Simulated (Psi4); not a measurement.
# A workflow on CH5BS+ (SMILES B[S+]C)

We compute a geometry optimisation (doublet CH5BS+, UBLYP-D4/def2-SVP), then a single-point energy (singlet [CH5BS]2+, BLYP-D4/def2-SVP), then a structure relaxation (singlet [CH5BS]2+, BLYP-D4/def2-SVP), then a single-point energy (doublet CH5BS+, UBLYP-D4/def2-SVP) of CH5BS. 

The calculation is run with Psi4 1.11.

## 1. The system as given

The species is CH5BS+ (8 atoms), meant as a doublet with charge +1. SMILES: `B[S+]C`. The coordinates come from a GFN2-xTB relaxation. The run starts from this shape.

Bond lengths: B1–S2 1.781 Å, S2–C3 1.799 Å, B1–H4 1.168 Å, B1–H5 1.166 Å, C3–H6 1.088 Å, C3–H7 1.088 Å, C3–H8 1.092 Å. Angles: B1–S2–C3 104.9°, S2–B1–H4 118.7°, S2–B1–H5 121.0°, S2–C3–H6 111.1°, S2–C3–H7 107.9°, S2–C3–H8 109.7°, H4–B1–H5 120.3°, H6–C3–H7 111.4°, H6–C3–H8 108.4°, H7–C3–H8 108.5°.

## 2. A geometry optimisation at UBLYP-D4/def2-SVP (density fitting) (run 1)

The input, job.inp:

```
memory 1.6 GB

molecule system {
  1 2
  B
  S 1 r2
  C 2 r3 1 a3
  H 1 r4 2 a4 3 d4
  H 1 r5 4 a5 2 d5
  H 3 r6 2 a6 1 d6
  H 3 r7 6 a7 2 d7
  H 3 r8 6 a8 7 d8

  r2 = 1.780668
  r3 = 1.798893
  a3 = 104.91482
  r4 = 1.167847
  a4 = 118.66621
  d4 = -136.80509
  r5 = 1.166465
  a5 = 120.28062
  d5 = 176.95962
  r6 = 1.088265
  a6 = 111.05836
  d6 = -42.89905
  r7 = 1.088447
  a7 = 111.39594
  d7 = 120.25279
  r8 = 1.091716
  a8 = 108.37471
  d8 = 119.23468
  symmetry c1
}

set {
  reference uks
}

e = optimize('blyp-d4/def2-SVP')
print_variables()
```

On the command line:

```sh
$ psi4 -n 1 job.inp job.out
```

job.out:

```text
[...]
  Running in c1 symmetry.
[...]
  Nuclear repulsion =   94.387394973406728
[...]
  Multiplicity = 2
[...]
  Nalpha       = 16
  Nbeta        = 15
[...]
    Number of basis functions: 71
[...]
   @DF-UKS iter   1:  -463.28365554539880    1.92844e-01   9.86323e-03 DIIS/ADIIS
[...]
   @DF-UKS iter   9:  -463.59605094480986   -3.97904e-13   3.54672e-09 DIIS
[...]
   @S^2 Observed:                7.523938016E-01
[...]
  @DF-UKS Final Energy:  -463.59605094480986
   => Energetics <=
    Nuclear Repulsion Energy =             92.1871827840827649
    One-Electron Energy =                -811.3697595904177433
    Two-Electron Energy =                 292.1900737130441712
    DFT Exchange-Correlation Energy =     -36.5950225997336744
    Empirical Dispersion Energy =          -0.0085252517853846
    VV10 Nonlocal Energy =                  0.0000000000000000
    Total Energy =                       -463.5960509448098605
[...]
  -Total Gradient:
     Atom            X                  Y                   Z
    ------   -----------------  -----------------  -----------------
       1       -0.000030020163    -0.000017506593     0.000020577573
       2        0.000032514840    -0.000004691589    -0.000031837546
       3       -0.000003959118     0.000019426089     0.000078219460
       4        0.000006791300     0.000007285588     0.000020762522
       5       -0.000000364302     0.000005328951    -0.000011076862
       6       -0.000014092401     0.000004097230    -0.000033699641
       7        0.000010208306     0.000008991971    -0.000034262421
       8        0.000002529289    -0.000010407530    -0.000018845307
[...]
```

On the terminal:

```text
Optimizer: Optimization complete!
```

Run time: 4.6 min. Hardware: 1 thread of AMD EPYC 7R43 (Zen 3), shared host; peak memory 0.55 GiB.

The path in brief:

```tsv
step	energy from the first frame kept (eV)	largest force (eV/Å)
0	0.0000	1.1969
1	-0.1362	0.4274
2	-0.1476	0.4429
3	-0.1553	0.3078
4	-0.1635	0.0806
5	-0.1650	0.0587
6	-0.1660	0.0364
7	-0.1666	0.0292
8	-0.1670	0.0321
9	-0.1674	0.0257
10	-0.1677	0.0208
11	-0.1681	0.0267
12	-0.1687	0.0412
13	-0.1693	0.1133
14	-0.1699	0.0783
15	-0.1699	0.0895
16	-0.1703	0.0432
17	-0.1703	0.0524
18	-0.1705	0.0237
19	-0.1705	0.0200
20	-0.1706	0.0309
21	-0.1706	0.0141
22	-0.1706	0.0165
23	-0.1706	0.0042
```

After the run. Bond lengths: B1–S2 1.853 Å, S2–C3 1.850 Å, B1–H4 1.212 Å, B1–H5 1.212 Å, C3–H6 1.112 Å, C3–H7 1.111 Å, C3–H8 1.105 Å. Angles: B1–S2–C3 97.2°, S2–B1–H4 117.5°, S2–B1–H5 117.5°, S2–C3–H6 105.5°, S2–C3–H7 105.5°, S2–C3–H8 113.3°, H4–B1–H5 125.0°, H6–C3–H7 109.2°, H6–C3–H8 111.4°, H7–C3–H8 111.6°.

## 3. Singlet [CH5BS]2+: the energy at BLYP-D4/def2-SVP (density fitting) (run 2)

The input, run.py:

```python
import psi4

psi4.set_memory('1600 MB')
psi4.set_num_threads(1)
psi4.set_output_file('psi4.out', False)

mol = psi4.geometry("""
2 1
B     -0.978099     0.822326    -0.965152
S      0.527646    -0.255646    -1.036348
C      0.670932    -0.572804     0.780520
H     -2.058290     0.282153    -1.064381
H     -0.808760     2.011137    -0.801589
H      1.660446    -0.161467     1.076128
H      0.688079    -1.678100     0.888736
H     -0.146962    -0.119067     1.369463
units angstrom
""")

psi4.set_options(dict(basis='def2-SVP', reference='rks'))

e = psi4.energy('BLYP-D4', molecule=mol)
print(f'total energy {e:.8f} hartree = {e * 27.211386:.5f} eV')
for k, v in sorted(psi4.core.scalar_variables().items()):
    print(f'{k:45s} {v:18.10f}')
```

On the command line:

```sh
$ python run.py
```

psi4.out:

```text
[...]
  Running in c1 symmetry.
[...]
  Nuclear repulsion =   92.187192299415912
[...]
  Multiplicity = 1
[...]
  Nalpha       = 15
  Nbeta        = 15
[...]
    Number of basis functions: 71
[...]
   @DF-RKS iter   1:  -462.61093287944357    7.59173e-01   1.02305e-02 DIIS/ADIIS
[...]
   @DF-RKS iter  12:  -462.98846444424095   -7.39027e-09   5.12386e-07 DIIS
[...]
  @DF-RKS Final Energy:  -462.98846444424095
   => Energetics <=
    Nuclear Repulsion Energy =             92.1871922994159121
    One-Electron Energy =                -802.6377412942698584
    Two-Electron Energy =                 283.6877275763718558
    DFT Exchange-Correlation Energy =     -36.2184974891489446
    Empirical Dispersion Energy =          -0.0071455366098483
    VV10 Nonlocal Energy =                  0.0000000000000000
    Total Energy =                       -462.9884644442409467
[...]
 Multipole Moments:
 ------------------------------------------------------------------------------------
     Multipole            Electronic (a.u.)      Nuclear  (a.u.)        Total (a.u.)
 ------------------------------------------------------------------------------------
 L = 1.  Multiply by 2.5417464519 to convert [e a0] to [Debye]
 Dipole X            :         -0.2565143           -0.5217967           -0.7783109
 Dipole Y            :          0.6280740           -0.1228610            0.5052130
 Dipole Z            :         -3.7143493            4.3315495            0.6172002
 Magnitude           :                                                    1.1144255
[...]
```

The script printed:

```text
total energy -462.98846444 hartree = -12598.55782 eV
BLYP-D4(BJ,EEQ)ATM DISPERSION CORRECTION ENERGY      -0.0071455366
CURRENT ENERGY                                   -462.9884644442
CURRENT REFERENCE ENERGY                         -462.9884644442
DD SOLVATION ENERGY                                 0.0000000000
DFT FUNCTIONAL TOTAL ENERGY                      -462.9813189076
DFT TOTAL ENERGY                                 -462.9884644442
DFT VV10 ENERGY                                     0.0000000000
DFT XC ENERGY                                     -36.2184974891
DISPERSION CORRECTION ENERGY                       -0.0071455366
GRID ELECTRONS ALPHA                               15.0000043921
GRID ELECTRONS BETA                                15.0000043921
GRID ELECTRONS TOTAL                               30.0000087841
NUCLEAR REPULSION ENERGY                           92.1871922994
ONE-ELECTRON ENERGY                              -802.6377412943
PCM POLARIZATION ENERGY                             0.0000000000
PE ENERGY                                           0.0000000000
SCF ITERATION ENERGY                             -462.9884644442
SCF ITERATIONS                                     12.0000000000
SCF TOTAL ENERGY                                 -462.9884644442
TWO-ELECTRON ENERGY                               283.6877275764
XC GRID RADIAL POINTS                              75.0000000000
XC GRID SPHERICAL POINTS                          302.0000000000
XC GRID TOTAL POINTS                           172782.0000000000
```

Wall time 12 s (1 thread of AMD EPYC 7R43 (Zen 3), shared host); peak memory 0.52 GiB.

## 4. Singlet [CH5BS]2+: a structure relaxation at BLYP-D4/def2-SVP (density fitting) (run 3)

The input, job.in:

```
memory 1600 mb

molecule {
  2 1
  B     -0.978099     0.822326    -0.965152
  S      0.527646    -0.255646    -1.036348
  C      0.670932    -0.572804     0.780520
  H     -2.058290     0.282153    -1.064381
  H     -0.808760     2.011137    -0.801589
  H      1.660446    -0.161467     1.076128
  H      0.688079    -1.678100     0.888736
  H     -0.146962    -0.119067     1.369463
  symmetry c1
}

set globals {
  basis def2-SVP
}

opt("blyp-d4")
```

On the command line:

```sh
$ psi4 -n 1 job.in job.out
```

job.out:

```text
[...]
  Running in c1 symmetry.
[...]
  Nuclear repulsion =   92.187192299415912
[...]
  Multiplicity = 1
[...]
  Nalpha       = 15
  Nbeta        = 15
[...]
    Number of basis functions: 71
[...]
   @DF-RKS iter   1:  -462.61093287944357    7.59173e-01   1.02305e-02 DIIS/ADIIS
[...]
   @DF-RKS iter   8:  -462.99886237169483   -2.27374e-13   2.74759e-09 DIIS
[...]
  @DF-RKS Final Energy:  -462.99886237169483
   => Energetics <=
    Nuclear Repulsion Energy =             93.2079620080144053
    One-Electron Energy =                -804.9585943939870276
    Two-Electron Energy =                 284.9656188782141726
    DFT Exchange-Correlation Energy =     -36.2069060738260262
    Empirical Dispersion Energy =          -0.0069427901103531
    VV10 Nonlocal Energy =                  0.0000000000000000
    Total Energy =                       -462.9988623716948268
[...]
  -Total Gradient:
     Atom            X                  Y                   Z
    ------   -----------------  -----------------  -----------------
       1       -0.000001166016     0.000042719135     0.000053471952
       2        0.000054338682    -0.000081089120     0.000003150369
       3       -0.000040443172     0.000219222102    -0.000105858394
       4       -0.000025196654    -0.000023932893    -0.000011648459
       5       -0.000011565351     0.000023731643    -0.000004380421
       6        0.000005166301    -0.000054479054     0.000028214204
       7        0.000021641057    -0.000078864006     0.000040011867
       8       -0.000027970746    -0.000034974003     0.000031381631
[...]
```

The script printed:

```text
Optimizer: Optimization complete!
```

It took 88 s on 1 thread of AMD EPYC 7R43 (Zen 3), shared host; peak memory 0.55 GiB.

Step by step:

```tsv
step	energy from the first frame kept (eV)	largest force (eV/Å)
0	0.0000	1.9356
1	-0.1805	0.7992
2	-0.2421	0.4321
3	-0.2231	0.7235
4	-0.2766	0.1501
5	-0.2800	0.1139
6	-0.2817	0.0906
7	-0.2820	0.0995
8	-0.2826	0.0570
9	-0.2828	0.0290
10	-0.2829	0.0242
11	-0.2829	0.0127
```

After the run. Bond lengths: B1–S2 1.794 Å, S2–C3 1.767 Å, B1–H4 1.260 Å, B1–H5 1.259 Å, C3–H6 1.148 Å, C3–H7 1.149 Å, C3–H8 1.108 Å. Angles: B1–S2–C3 109.9°, S2–B1–H4 123.9°, S2–B1–H5 124.5°, S2–C3–H6 104.6°, S2–C3–H7 104.6°, S2–C3–H8 118.5°, H4–B1–H5 111.1°, H6–C3–H7 96.0°, H6–C3–H8 115.2°, H7–C3–H8 115.1°.

## 5. The energy at UBLYP-D4/def2-SVP (density fitting) (run 4)

The input, input.dat:

```
memory 1600 MB

molecule system {
  1 2
  B     -0.966471     0.811465    -1.123454
  S      0.490591    -0.220072    -0.946399
  C      0.732191    -0.632882     0.754149
  H     -2.111896     0.367308    -1.401474
  H     -0.948324     2.069783    -1.157560
  H      1.833941    -0.381724     0.958299
  H      0.866994    -1.773508     0.757904
  H      0.012903    -0.241758     1.500900
  symmetry c1
}

set basis def2-SVP
set reference uks

energy_value, wavefunction = energy("blyp-d4", return_wfn=True)
print_variables()
```

On the command line:

```sh
$ psi4 input.dat output.dat -n 1
```

output.dat:

```text
[...]
  Running in c1 symmetry.
[...]
  Nuclear repulsion =   93.207962380672370
[...]
  Multiplicity = 2
[...]
  Nalpha       = 16
  Nbeta        = 15
[...]
    Number of basis functions: 71
[...]
   @DF-UKS iter   1:  -463.36417070136304    8.39801e-02   8.58339e-03 DIIS/ADIIS
[...]
   @DF-UKS iter   9:  -463.58459722836449   -7.33468e-08   8.38404e-07 DIIS
[...]
   @S^2 Observed:                7.525393341E-01
[...]
  @DF-UKS Final Energy:  -463.58459722836449
   => Energetics <=
    Nuclear Repulsion Energy =             93.2079623806723703
    One-Electron Energy =                -813.4679962520478966
    Two-Electron Energy =                 293.2622325712176234
    DFT Exchange-Correlation Energy =     -36.5785143599493239
    Empirical Dispersion Energy =          -0.0082815682572723
    VV10 Nonlocal Energy =                  0.0000000000000000
    Total Energy =                       -463.5845972283644869
[...]
 Multipole Moments:
 ------------------------------------------------------------------------------------
     Multipole            Electronic (a.u.)      Nuclear  (a.u.)        Total (a.u.)
 ------------------------------------------------------------------------------------
 L = 1.  Multiply by 2.5417464519 to convert [e a0] to [Debye]
 Dipole X            :         -0.0236834           -0.2347125           -0.2583958
 Dipole Y            :          0.4901840           -0.3877013            0.1024827
 Dipole Z            :         -3.2086274            3.7252697            0.5166423
 Magnitude           :                                                    0.5866774
[...]
```

Wall time 13 s (1 thread of AMD EPYC 7R43 (Zen 3), shared host); peak memory 0.51 GiB.

## 6. Outcome

```
                                                                 quantity          value
                        run 1, UBLYP-D4/def2-SVP: total energy at the end  -463.59605 Eh
             run 1, UBLYP-D4/def2-SVP: HOMO energy (highest over α and β)      -13.07 eV
              run 1, UBLYP-D4/def2-SVP: LUMO energy (lowest over α and β)      -11.81 eV
                              run 1, UBLYP-D4/def2-SVP: dispersion energy  -22.38 kJ/mol
                                           run 1, UBLYP-D4/def2-SVP: ⟨S²⟩          0.752
                                   singlet [CH5BS]2+, run 2: total energy  -462.98846 Eh
                                    singlet [CH5BS]2+, run 2: HOMO energy      -21.38 eV
                                    singlet [CH5BS]2+, run 2: LUMO energy      -19.87 eV
                                  singlet [CH5BS]2+, run 2: HOMO–LUMO gap        1.51 eV
                              singlet [CH5BS]2+, run 2: dispersion energy  -18.76 kJ/mol
                        singlet [CH5BS]2+, run 3: total energy at the end  -462.99886 Eh
                                    singlet [CH5BS]2+, run 3: HOMO energy      -21.24 eV
                                    singlet [CH5BS]2+, run 3: LUMO energy      -19.21 eV
                                  singlet [CH5BS]2+, run 3: HOMO–LUMO gap        2.03 eV
                              singlet [CH5BS]2+, run 3: dispersion energy  -18.23 kJ/mol
                                   run 4, UBLYP-D4/def2-SVP: total energy  -463.58460 Eh
             run 4, UBLYP-D4/def2-SVP: HOMO energy (highest over α and β)      -12.58 eV
              run 4, UBLYP-D4/def2-SVP: LUMO energy (lowest over α and β)      -11.52 eV
                              run 4, UBLYP-D4/def2-SVP: dispersion energy  -21.74 kJ/mol
                                           run 4, UBLYP-D4/def2-SVP: ⟨S²⟩          0.753
adiabatic ionisation energy (to the singlet dication, no zero-point term)      16.250 eV
```

What this shows: The adiabatic ionisation energy (to the singlet dication, no zero-point term) is 16.25 eV (375 kcal/mol). The optimisation (run 1, UBLYP-D4/def2-SVP) took 24 steps and changed the energy by -0.171 eV. The optimisation (singlet [CH5BS]2+, run 3) took 12 steps and changed the energy by -0.283 eV.
